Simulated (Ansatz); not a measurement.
A made-up structure of H₃S₂O (charge +1), closed shell:

```
atom    x (Å)    y (Å)    z (Å)
  O1   1.8500  -0.6338   0.1959
  S2  -0.0063  -0.9303   0.5866
  S3  -0.9644   0.3664  -0.5719
  H4  -1.6920  -0.2549  -1.5385
  H5  -1.7780   1.1949   0.1360
  H6   2.0650   0.0451   0.8545
```

It is relaxed with PBE-D4/def2-SVP and then PBE0-D4/def2-TZVP (Ansatz 0.2.0). Atoms count as bonded within 1.22 times the sum of their covalent radii (H–H: 0.88 Å). The end point is not checked to be a true minimum.

(1) Does its bonding change? (Judge from chemistry; the calculation decides.)

## Answers

(1) The calculation gives: No: no bond forms or breaks.

Where it ends: The first stage lowers the energy by 1.12 eV in 9 steps. It ends as H₃S₂O ([OH][S][SH2]), total charge +1:
```tsv
atom	x (Å)	y (Å)	z (Å)
O1	1.6330	-0.6237	0.2196
S2	0.0986	-0.8898	0.5743
S3	-0.8277	0.5206	-0.6964
H4	-1.6869	-0.2608	-1.3952
H5	-1.7801	1.0440	0.1132
H6	2.0373	-0.0027	0.8472
```

Labels in which every atom is bracketed show which atoms are joined, not bond orders.

For scale, one of the runs: PBE0-D4/def2-TZVP relaxation, 123 basis functions, launched by `ansatz run in.yaml --threads 2 --pin off --events-out ev --progress --plain --max-ram 4352MiB`. The run took about 18 s on 2 CPU threads of an Arm Neoverse V2 (shared host).
